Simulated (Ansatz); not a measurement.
A calculation with Ansatz (development build ahead of 0.2.0).

```yaml
crystal:
  periodic: [false, false, false]
  atoms:
    - { symbol: P, position_ang: [0.0, 0.0, 0.0] }
    - { symbol: H, position_ang: [0.0, 1.9996, 0.0] }
    - { symbol: Li, position_ang: [0.0, -3.4052, 0.0] }
basis:
  gaussian: { orbitals: pcseg-2 }
magnetization:
  initial_magnetization: 1
hamiltonian:
  xc: pbe
```

The input is written out in the form of the current development build from the run's settings.

Output:

```yaml
Converged: yes
Total_energy: -349.14347 hartree
Spin_squared_of_the_determinant: 0.750
Stability_test: minimum among restricted orbitals
```
